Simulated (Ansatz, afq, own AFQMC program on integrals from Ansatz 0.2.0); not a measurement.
TiH, quartet: AFQMC among the cluster methods

```xyz
2

Ti    0.0000    0.0000    0.0000
H     0.0000    0.0000    1.7540
```

Basis def2-TZVP. Only valence electrons are correlated. Integrals, coupled cluster, full CI and functionals: Ansatz 0.2.0; the random walks run on the same integrals in our own AFQMC program. The CISD trial takes its coefficients from CCSD amplitudes. Released means that phaseless walkers are propagated on without the constraint, phases kept. Uncertainties: one standard error, sampling alone. The metal's outer-core s and p shells are frozen, which shifts wave-function levels against functionals.

Determinant: UHF, the one that the program's search chose, which needn't be the lowest solution. The geometry is a PBE0/def2-TZVP stationary point of this or a neighbouring charge and spin state.

No full CI on the walks' own integrals is used here; CCSDT(Q) serves as the reference and is uncertain by about the last step of the cluster series.

Cautions: no relativity below Rb; outer-core shells of the metal frozen; lower spins were not checked; higher spins were not checked; strong correlation (T1 0.058, weight of the determinant 0.92, largest double 0.07); CCSDT(Q) on the ROHF determinant differs (53 meV higher), by its state or its frozen core.

```
T1 diagnostic                               : 0.0579
weight of the determinant in the CISD state : 0.921
⟨S²⟩ of the determinant                     : 3.756
size of the correlated space                : 5 electrons in 42 orbitals
```

Reference: CCSDT(Q), correlation energy -1.632 eV. The released energy is read at 2.40 1/Eh (meV from the phaseless value at times in 1/Eh: -2 ± 5 at 0.24, -15 ± 6 at 0.51, -16 ± 8 at 0.99, -7 ± 8 at 1.62, -6 ± 9 at 2.40).

| level | E − E(reference) (kJ/mol) | share of correlation (%) |
| --- | --- | --- |
| HF | 157.4 | 0.00 |
| MP2 | 46.5 | 70.46 |
| CCSD | 6.1 | 96.15 |
| CCSD(T) | 2.2 | 98.59 |
| CCSDT | 0.1 | 99.94 |
| ph-AFQMC/HF | 4.6 ± 1.8 | 97.07 |
| ph-AFQMC/CISD | 2.0 ± 0.4 | 98.71 |
| released AFQMC | 1.5 ± 0.9 | 99.06 |

Released energies are given only where the last usable release times agree within the noise; a slower fall can still hide under it.
